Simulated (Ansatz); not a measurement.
A calculation with Ansatz (development build ahead of 0.2.0).

```yaml
crystal:
  periodic: [false, false, false]
  atoms:
    - { symbol: Cl, position_ang: [0.0, 0.0, -0.77528] }
    - { symbol: F, position_ang: [0.0, 0.0, 0.77528] }
basis:
  gaussian: { orbitals: def2-SVP }
total_charge: 1
magnetization:
  spin_polarized: true
  initial_magnetization: 1
hamiltonian:
  xc: hf
correlation:
  method: ccsd_t
  frozen_orbitals: { Cl: 5, F: 1 }
scf:
  omitted_lower_state_checks: [stability, starts, atomic_configurations, cluster_reference, orbital_swaps, given_window_search, neighbouring_geometries, increment]
```

The input is written out in the form of the current development build from the run's settings.

Output:

```
Converged          : yes
Reference energy   : -558.16169 hartree
Correlation energy : -0.33909 hartree
Total energy       : -558.50078 hartree
```
